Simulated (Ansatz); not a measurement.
H7Si3, SMILES `[SiH3][SiH][SiH3]` radical. Total charge 0; spin multiplicity 2.

Z-matrix (Å, degrees):
```
Si
Si 1 2.324
H 1 1.487 2 110.1
H 1 1.487 2 108.6 3 119.3
H 1 1.490 2 112.2 3 -120.8
Si 2 2.324 1 117.3 3 -167.9
H 2 1.491 1 113.2 3 57.3
H 6 1.487 2 110.1 1 167.9
H 6 1.487 2 108.6 1 48.6
H 6 1.490 2 112.2 1 -71.3
```

Question: Give the diagnostics of a CCSD(T)/def2-TZVPP run (frozen core, Ansatz 0.2.0). (Best estimate.)

Answer: Ansatz gave: T1 = 0.0151, largest single amplitude 0.027, largest double 0.027, (T) share of the correlation energy 3.4 %, 10 CCSD cycles. ⟨S²⟩ of the UHF reference is 0.763 against 0.75 for a pure state. T1 lies under the customary mark of 0.045 for open shells.
